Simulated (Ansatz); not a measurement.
## Ansatz (development build ahead of 0.2.0) run

```yaml
crystal:
  periodic: [false, false, false]
  atoms:
    - { symbol: Li, position_ang: [-0.00517, 0.00376, -1.48103] }
    - { symbol: O, position_ang: [-0.00445, -0.00773, 0.33314] }
    - { symbol: H, position_ang: [0.00551, 0.77637, 0.91643] }
    - { symbol: H, position_ang: [0.00236, -0.7586, 0.91843] }
basis:
  gaussian: { orbitals: STO-3G }
total_charge: 1
hamiltonian:
  xc: hf
correlation:
  method: mp2
  frozen_orbitals: { H: 0, Li: 0, O: 1 }
```

The input is written out in the form of the current development build from the run's settings.

Output:

```
Converged                       : yes
Reference energy                : -82.22341 hartree
Correlation energy              : -0.04877 hartree
Total energy                    : -82.27218 hartree
Spin squared of the determinant : 0.000
```
